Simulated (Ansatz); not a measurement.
Geometry optimisation, UKS PBE0-D4/def2-SVP (Ansatz).

Input:

```yaml
crystal:
  periodic: [false, false, false]
  atoms:
    - { symbol: C, position_ang: [0.12198, 0.93273, -0.46077] }
    - { symbol: O, position_ang: [0.06101, -0.40491, -0.74633] }
    - { symbol: C, position_ang: [-0.16296, -1.30863, 0.5868] }
    - { symbol: "N", position_ang: [-0.26143, -0.89025, 1.6895] }
    - { symbol: H, position_ang: [0.26462, 1.4993, -1.39586] }
    - { symbol: H, position_ang: [0.95686, 1.17216, 0.22208] }
    - { symbol: H, position_ang: [-0.80163, 1.29345, 0.02738] }
    - { symbol: H, position_ang: [-0.17845, -2.29386, 0.07719] }
total_charge: -1
magnetization:
  spin_polarized: true
basis:
  gaussian: { orbitals: def2-SVP }
hamiltonian:
  xc: pbe0
  dispersion: d4
relax:
  f_tol: 0.02
  max_steps: 50
```

Command:

```bash
$ ansatz run input.yaml --threads 2 --pin off --max-ram 3072MiB --backend cpu --events-out ev --progress --plain --runs-dir out
```

Q: Where does it end, and by what steps?

A: The forces met the threshold. The force dipped under the threshold on the way, but the program's further checks kept it going. Limits of this set-up: an anion without diffuse functions, the dipole of an ion depends on the origin. After 20 steps the energy has fallen by 0.142 eV; N4 moved furthest, 0.74 Å.

```csv
step,energy less start (eV),largest force component (eV/Å),accepted
0,0.0000,2.182,yes
1,-0.0517,0.602,yes
2,-0.0576,0.389,yes
3,-0.0768,0.402,yes
4,-0.0779,0.379,yes
5,-0.0820,0.236,yes
6,-0.0836,0.066,yes
7,-0.0838,0.016,yes
8,-0.0839,0.035,yes
9,-0.0839,0.249,no
10,-0.0841,0.083,yes
11,-0.0832,0.511,no
12,-0.0847,0.217,yes
13,-0.0852,0.362,yes
14,-0.0858,0.456,yes
15,-0.0867,0.732,yes
16,-0.1179,0.154,yes
17,-0.1392,0.060,yes
18,-0.1421,0.029,yes
19,-0.1420,0.096,no
20,-0.1423,0.004,yes
```

```xyz
8
Properties=species:S:1:pos:R:3
C 0.254 0.914 -0.416
O 0.419 -0.440 -0.594
C -0.301 -1.264 0.502
N -0.951 -0.848 1.435
H -0.240 1.404 -1.289
H 1.221 1.449 -0.260
H -0.383 1.073 0.486
H -0.018 -2.287 0.137
```

Whether the end is a true minimum wasn't checked by a vibrational analysis.

Run time: 44 s on 2 threads of Arm Neoverse V1, with other jobs on the host, peak memory 0.18 GiB.
